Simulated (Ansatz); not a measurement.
## Heating and cooling a random packing of Be$_{2}$Cu$_{11}$Ni$_{3}$

A packing of 16 atoms, thrown in at random and pushed apart as soft spheres with like charges further apart (2 Be, 11 Cu, 3 Ni) went through Langevin stages in a fixed cell of 11.51 Å³/atom, at one k point, without spin and with a Fermi–Dirac width of kT (0.05 eV at least). Computed with DFT PBE, scalar-relativistic, plane waves, PAW (Ansatz).

| thermostat (K) | duration (fs) | friction (1/fs) | cutoff (eV) | mean T (K) | mean P (GPa) | mean square displacement (Å²) |
| --- | --- | --- | --- | --- | --- | --- |
| 2110 | 36 | 0.030 | 320 | 1424 | 5.8 | 0.04 |
| 2110 | 300 | 0.030 | 420 | 1855 | 8.8 | 0.14 |
| 1520 | 207 | 0.030 | 420 | 1364 | 5.0 | 0.16 |
| 840 | 183 | 0.030 | 420 | 857 | 3.5 | 0.11 |
| 300 | 249 | 0.030 | 420 | 338 | -0.7 | 0.11 |

Means run over the second half of a stage; pressure includes the kinetic part; displacements count from the stage's start, the atoms' common shift taken off. In so short a run the atoms moved about a bond length or less in the hot stages, so this is an annealed packing, not a quenched equilibrium liquid.

Cell and atoms were then relaxed on coarser meshes and computed once more: Settings: cutoff 420 eV, Γ-centred mesh 5×7×7 on the computed 16-atom cell, Gaussian smearing of 0.10 eV; no spin polarisation.

Task: What structure is left?

Result: One draw of many: 11.24 Å³/atom with no gap on the mesh, 0.00 eV/atom below the elements' standard states (static lattices, no corrections for gases) (a packing that fell into a crystal (Cm at 0.1 Å)).

Counting as bonded all pairs within 1.3 times the summed covalent radii:

```csv
atom → neighbour,mean count,mean length (Å),spread (Å)
Be → Cu,9.50,2.48,0.06
Be → Ni,1.50,2.44,0.05
Cu → Be,1.73,2.48,0.06
Cu → Cu,8.36,2.61,0.25
Cu → Ni,2.64,2.52,0.05
Ni → Be,1.00,2.44,0.05
Ni → Cu,9.67,2.52,0.05
Ni → Ni,1.33,2.52,0.03
```

Angles between all pairs of such bonds at an atom (mean ± spread): 98 ± 36° at Be, 97 ± 36° at Cu, 98 ± 36° at Ni.

```yaml
crystal:
  lattice:
    - [7.01936, 0.00935, 0.02348]
    - [-0.03080, 5.06194, -0.11219]
    - [0.00742, -0.11556, 5.06214]
  atoms:
    - { symbol: Cu, position: [0.86022, 0.06025, 0.75703] }
    - { symbol: Cu, position: [0.09879, 0.78704, 0.99386] }
    - { symbol: Cu, position: [0.34790, 0.04730, 0.24975] }
    - { symbol: Cu, position: [0.60420, 0.29957, 0.99746] }
    - { symbol: Cu, position: [0.34741, 0.04650, 0.75120] }
    - { symbol: Cu, position: [0.86023, 0.54000, 0.23679] }
    - { symbol: Cu, position: [0.60911, 0.79461, 0.99512] }
    - { symbol: Cu, position: [0.60910, 0.30189, 0.50244] }
    - { symbol: Cu, position: [0.60971, 0.79737, 0.49966] }
    - { symbol: Cu, position: [0.34742, 0.54585, 0.25056] }
    - { symbol: Cu, position: [0.09878, 0.30319, 0.51000] }
    - { symbol: Ni, position: [0.34805, 0.54397, 0.75308] }
    - { symbol: Ni, position: [0.86309, 0.04902, 0.24800] }
    - { symbol: Ni, position: [0.09550, 0.79379, 0.50327] }
    - { symbol: Be, position: [0.85689, 0.56293, 0.73412] }
    - { symbol: Be, position: [0.11042, 0.29209, 0.00494] }
```

The final mesh leaves forces up to 0.11 eV/Å and stresses up to 1.4 GPa: the relaxation ran on a coarser mesh, so the cell's shape, its bonds and its energy belong partly to that mesh.

Spin polarisation was left out, and a magnetic state may lie lower.

Cost: 6 runs of about 53 core-minutes in all (earlier runs that led there not counted), on Arm Neoverse V2 (shared hosts).